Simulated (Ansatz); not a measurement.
Compare A (`O=CCC1CO1`) with its isomer B (`O=CC1(O)CC1`).

Isolated molecules relaxed with PBE0-D4/def2-TZVP in Ansatz; ΔE leaves out vibrations. CCSD(T)/CBS is the MP2 limit (def2-TZVPP, def2-QZVPP) plus CCSD(T) − MP2 in def2-TZVPP, frozen cores. DFT in def2-TZVPP. B3LYP here is the variant with VWN-RPA as its local correlation; programs differ in this. Each species was taken in one conformer, which may not be the lowest.

A:

Z-matrix (Å, degrees):
```
C
C 1 1.499
C 1 1.497 2 113.9
H 1 1.097 2 108.3 3 -123.6
H 1 1.099 2 107.5 3 123.3
O 2 1.200 1 124.7 3 -0.4
H 2 1.112 1 114.7 3 179.8
C 3 1.456 1 121.6 2 -95.7
O 3 1.418 1 115.8 2 -164.0
H 3 1.088 1 115.5 2 58.1
H 8 1.088 3 119.3 1 0.4
H 8 1.086 3 119.6 1 153.1
```

B:

Z-matrix (Å, degrees):
```
C
C 1 1.466
C 1 1.509 2 117.6
O 1 1.377 2 114.3 3 146.2
C 1 1.509 2 117.6 3 -67.7
O 2 1.207 1 121.8 3 -146.1
H 2 1.108 1 116.2 3 33.9
H 3 1.082 1 113.9 2 143.1
H 3 1.083 1 118.7 2 1.8
H 4 0.970 1 105.2 2 -0.1
H 5 1.083 1 118.7 2 -1.9
H 5 1.082 1 113.9 2 -143.1
```

**Question.** Which is lower in electronic energy at CCSD(T)/CBS, and by how much? (An estimate is asked.)

**Answer.** The calculation gave: B, by 43.2 kJ/mol.

**Question.** Give E(B) − E(A) in kJ/mol with r2SCAN-D4, PBE0-D4, HF/def2-TZVPP, MP2/def2-TZVPP, B3LYP-D4, CCSD(T)/def2-TZVPP, PBE-D4. (Estimate.)

**Answer.** Ansatz gave: r2SCAN-D4 -50.2, PBE0-D4 -49.4, HF/def2-TZVPP -32.6, MP2/def2-TZVPP -47.7, B3LYP-D4 -43.2, CCSD(T)/def2-TZVPP -41.3, PBE-D4 -48.1. None reverses the order clearly.

Largest T1 diagnostic: 0.013.

In def2-TZVPP, CCSD(T) changes the Hartree–Fock value by −8.7 kJ/mol (the triples alone add −1.7 kJ/mol) and MP2 by −15.1 kJ/mol.
